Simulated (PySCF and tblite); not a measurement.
The numbers below are computed, except where a source is named.
C₅H₉N, numbered as in [CH3:1][CH2:2][CH2:3][CH2:4][C:5]#[N:6].

Search: ETKDG and KDG, MMFF94s, GFN2-xTB, 90 starts; geometries at PBE0-D3(BJ)/def2-SVP. Free energies are PBE0-D3(BJ)/def2-TZVP single points with GFN2-xTB rigid-rotor and vibrational terms (modes under about 100 cm⁻¹ blended into free rotors). Symmetry numbers and mirror images are counted. Conformers within 4 kcal/mol (GFN2-xTB free energy) were kept, 7 at most. Run with PySCF (density fitting) and tblite.

Rotational constants are equilibrium values for the commonest isotopes; dipoles come from the energy level named.

Torsions listed: C1–C2–C3–C4, C2–C3–C4–C5. Of a mirror pair one member is shown.

```tsv
conformer	shape	symmetry	weight %
1	180°, 63°	C1 (pair)	45.2
2	61°, 58°	C1 (pair)	20.7
3	180°, 180°	Cs	19.6
4	-64°, -178°	C1 (pair)	12.2
5	-67°, 75°	C1 (pair)	2.3
```

Sets of constants, in random order:

```json
{"set": "P", "A (MHz)": "5939", "B (MHz)": "2153", "C (MHz)": "1904", "abs μa (D)": "3.04", "abs μb (D)": "2.51", "abs μc (D)": "0.97"}
{"set": "Q", "A (MHz)": "7757", "B (MHz)": "1770", "C (MHz)": "1545", "abs μa (D)": "2.82", "abs μb (D)": "2.92", "abs μc (D)": "0.43"}
{"set": "R", "A (MHz)": "11965", "B (MHz)": "1483", "C (MHz)": "1413", "abs μa (D)": "4.33", "abs μb (D)": "0.20", "abs μc (D)": "0.89"}
{"set": "S", "A (MHz)": "5302", "B (MHz)": "2545", "C (MHz)": "1865", "abs μa (D)": "2.88", "abs μb (D)": "2.86", "abs μc (D)": "0.55"}
{"set": "T", "A (MHz)": "15313", "B (MHz)": "1330", "C (MHz)": "1262", "abs μa (D)": "4.04", "abs μb (D)": "1.69", "abs μc (D)": "0.00"}
```

Match each set to its conformer.

P is conformer 2, Q is conformer 1, R is conformer 4, S is conformer 5, T is conformer 3.
